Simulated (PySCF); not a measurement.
Computed with PBE-D3(BJ)/def2-TZVP // B3LYP-D3(BJ)/def2-TZVP (PySCF). Isolated molecules, 0 K electronic values unless said otherwise. Excitations are Tamm–Dancoff values on a coarser integration grid. The basis has no diffuse functions, so Rydberg states are missing or too high.

Reference species (SMILES): `C=O` (neutral, multiplicity 1).

```json
{
  "HOMO–LUMO gap": "3.65 eV",
  "S1 oscillator strength": "0.000",
  "S1–T1 gap (TDA)": "0.72 eV",
  "S1 excitation (TDA)": "3.93 eV"
}
```

Changed species: `O=C[SiH3]` (X = silyl; the reference has X = H).

**Question.** Predict the effect on the HOMO–LUMO gap, S1 oscillator strength, S1–T1 gap (TDA) and S1 excitation (TDA).

**Answer.** the HOMO–LUMO gap drops by 0.80 eV, to 2.85 eV; the S1 oscillator strength hardly moves; the S1–T1 gap (TDA) increases by 0.04 eV, to 0.76 eV; the S1 excitation (TDA) falls by 0.75 eV, to 3.18 eV.
